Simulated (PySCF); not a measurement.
Working out the ionisation energy of B

B [He] 2s2 2p1 (2P) → B⁺ [He] 2s2 (1S). All numbers are calculated (PySCF 2.14, no relativity, point nucleus, in aug-cc-pVQZ (6s5p4d3f2g, 80 functions)). Frozen: 1s2. Energies in hartree (1 hartree = 27.21139 eV):

| part | B (lower) | B⁺ (upper) |
| --- | --- | --- |
| UHF | -24.532984 | -24.237473 |
| CCSD correlation | -0.066497 | -0.060957 |
| (T) | -0.001466 | 0.000000 |

Q: What does Hartree-Fock give?

A: (-24.237473) − (-24.532984) = 0.295511 hartree = 8.041 eV.

Q: What do CCSD and CCSD(T) give?

A: The CCSD correlation energies differ by 0.005540 hartree = 0.151 eV and the triples by 0.001466 hartree = 0.040 eV, so CCSD gives 8.192 eV and CCSD(T) 8.232 eV.

Measured between the centres of the two terms (NIST): 8.297 eV, so CCSD(T) (valence) is off by -0.065 eV.

What remains against the reference includes basis incompleteness, the frozen core and higher excitations.
